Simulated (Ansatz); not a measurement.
# Worked example: correlation energy of H₂B–B, triplet

Geometry: a PBE0/def2-TZVP stationary point for this spin, not checked as a minimum.

```yaml
atoms:
  - { symbol: B, position_ang: [0.0000, 0.0000, 0.6756] }
  - { symbol: B, position_ang: [0.0000, 0.0000, -0.9095] }
  - { symbol: H, position_ang: [0.0000, 1.0479, 1.2540] }
  - { symbol: H, position_ang: [0.0000, -1.0479, 1.2540] }
```

Basis 6-31G; Ansatz 0.2.0. Only valence electrons are correlated (noble-gas cores frozen), which leaves 8 electrons in 20 orbitals. R marks a restricted (for open shells ROHF) determinant, U an unrestricted one.

Full CI is exact within this basis and frozen core; it isn't the basis-set limit. The frozen core follows each run's orbitals, which can shift R against U totals by a few meV.

Runs differ by some tens of microhartree through their thresholds and, for an open shell, their frozen cores, so steps under 0.1 kcal/mol mean nothing.

| level | total energy (hartree) |
| --- | --- |
| UHF | -50.371405 |
| UMP2 | -50.445491 |
| UCCSD | -50.471037 |
| UCCSD(T) | -50.473612 |
| UCCSDT | -50.474555 |
| UCCSDT(Q) | -50.474659 |
| full CI | -50.474672 |

Q: What is the correlation energy at full CI, and what share of it do UMP2 and UCCSD(T) recover?

A: E(corr) = -50.474672 − (-50.371405) = -0.103267 hartree = -2.810 eV. UMP2: -0.074086 / -0.103267 = 71.74 %. UCCSD(T): -0.102207 / -0.103267 = 98.97 %.

Q: By how many kcal/mol does UCCSD(T) miss full CI (1 hartree = 627.509 kcal/mol), and which steps make up the rest?

A: -50.473612 − (-50.474672) = 0.001060 hartree = 0.67 kcal/mol. Steps: UCCSDT − UCCSD(T) = -0.59, UCCSDT(Q) − UCCSDT = -0.07, full CI − UCCSDT(Q) = -0.01 kcal/mol. That is within 1 kcal/mol of the reference in this basis, which itself misses far more of the correlation at the basis-set limit.
